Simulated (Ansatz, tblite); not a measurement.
**The cluster Na2Te+: rung by rung**

An exercise on one series of results from a longer session: the logs are not shown, and one member is left open.

Program: Ansatz 0.2.0, Gaussian basis. Level of theory: as each input shows. These are calculated values, not measurements.

Plan: GFN1-xTB, GFN2-xTB, PBE-D4/def2-TZVP, r2SCAN-D4/def2-TZVP, B2PLYP/def2-TZVP, B97M-V/def2-TZVP, r2SCANh-D4/def2-TZVP, ωB97M-V/def2-TZVP, HSE06-D4/def2-TZVP, PBE-D4/def2-SVP, PBE0-D4/def2-SVP, CCSD(T)/def2-TZVPP, MP2/def2-TZVP, RPA/def2-TZVP.

### The structure

The geometry is that of the doublet, from an earlier relaxation (r2SCAN-D4/def2-TZVP). At that level it is the lowest of the isomers that a small search found.

3 atoms, charge 1, spin multiplicity 2.

Bond lengths: Na1–Te3 2.927 Å, Na2–Te3 2.928 Å. Angles: Na1–Te3–Na2 134.2°.

Te takes a core potential in the def2 sets. No spin-orbit coupling is included. The ion is computed in the gas phase, without counter-ions or solvent.

PBE0-D4/def2-TZVP was run before; its log isn't repeated, and its numbers join the tables.

The first run:

Tight binding, by tblite at 300 K electronic temperature and without a spin-polarisation term:

```python
tblite.interface.Calculator('GFN1-xTB', numbers, positions, charge=1, uhf=1).singlepoint()
```

Tight binding, by tblite at 300 K electronic temperature and without a spin-polarisation term:

```python
tblite.interface.Calculator('GFN2-xTB', numbers, positions, charge=1, uhf=1).singlepoint()
```

start.molden holds the orbitals of an earlier run on this state, given as this run's starting guess.

The input, in.yaml:

```yaml
crystal:
  periodic: [false, false, false]
  atoms:
    - {symbol: Na, position_ang: [-1.266440, -1.428791, -1.941474]}
    - {symbol: Na, position_ang: [1.811049, 1.462958, 1.412274]}
    - {symbol: Te, position_ang: [-0.544619, -0.034167, 0.529200]}
basis:
  gaussian: {orbitals: def2-TZVP, initial_orbitals: start.molden}
total_charge: 1
magnetization: {spin_polarized: true, initial_magnetization: 1}
hamiltonian: {xc: pbe, dispersion: d4}
scf: {omitted_lower_state_checks: [starts]}
output: {orbitals: {seedname: orbitals}}
```

Started as:

```bash
$ ansatz run in.yaml --threads 4 --pin off --events-out ev --progress --plain --max-ram 3916MiB
```

Among the steps run: PBE-D4/def2-TZVP; r2SCAN-D4/def2-TZVP; B2PLYP/def2-TZVP; B97M-V/def2-TZVP; r2SCANh-D4/def2-TZVP; ωB97M-V/def2-TZVP; HSE06-D4/def2-TZVP; PBE-D4/def2-SVP; PBE0-D4/def2-SVP; CCSD(T)/def2-TZVPP; MP2/def2-TZVP; RPA/def2-TZVP.

One table of the session follows, with a row left open; its other results are not shown here.

It belongs to the step «Levels side by side». 

| level | HOMO (eV) | LUMO (eV) | gap (eV) |
| --- | --- | --- | --- |
| PBE-D4/def2-SVP | -8.25 | -8.00 | 0.24 |
| PBE-D4/def2-TZVP | -8.32 | -7.98 | 0.34 |
| r2SCAN-D4/def2-TZVP | ? | ? | ? |
| B97M-V/def2-TZVP | -8.36 | -7.72 | 0.64 |
| r2SCANh-D4/def2-TZVP | -8.74 | -7.18 | 1.56 |
| PBE0-D4/def2-SVP | -9.13 | -6.95 | 2.17 |
| PBE0-D4/def2-TZVP | -9.20 | -6.92 | 2.27 |
| HSE06-D4/def2-TZVP | -8.81 | -7.30 | 1.51 |
| ωB97M-V/def2-TZVP | -11.17 | -4.97 | 6.20 |

**Question.** Estimate the row for r2SCAN-D4/def2-TZVP.

As computed: HOMO (eV): -8.39; LUMO (eV): -7.53; gap (eV): 0.86. In the column «HOMO (eV)» it lies between r2SCANh-D4/def2-TZVP (-8.74) and B97M-V/def2-TZVP (-8.36).
